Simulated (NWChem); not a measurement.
**Atomisation of NO2**

SMILES: [O]N=O
```xyz
3

O     -1.1093     0.0000    -0.1425
N      0.0000     0.0000     0.3257
O      1.1093     0.0000    -0.1425
```
Charge 0, spin multiplicity 2.

Everything below was run with NWChem. The geometry was optimised at UPBE/def2-SVP, a minimum by its harmonic frequencies.

Basis set: def2-TZVP. The atomisation energy is electronic alone: no zero-point, thermal, spin-orbit or counterpoise terms. No value is extrapolated to the basis-set limit. Free atoms are single determinants with multiplicities O 3, N 4. Correlated methods freeze the same cores in atoms and molecule, 3 orbitals in all.

B3LYP has NWChem's definition, with VWN1-RPA local correlation. The structure started from a generated list of species. The unpaired electrons of the parent sit in orbitals of symmetry a1 (C2v labels of the run); other states weren't searched. The stability of the SCF solutions was not checked. Open-shell Hartree-Fock references start from PBE0 orbitals.

For the atomisation energy, MP2 gives 235.0 kcal/mol and HF gives 52.0 kcal/mol. What do CAM-B3LYP, B3LYP, M06-2X give?

CAM-B3LYP: 230.3 kcal/mol; B3LYP: 232.2 kcal/mol; M06-2X: 223.5 kcal/mol.
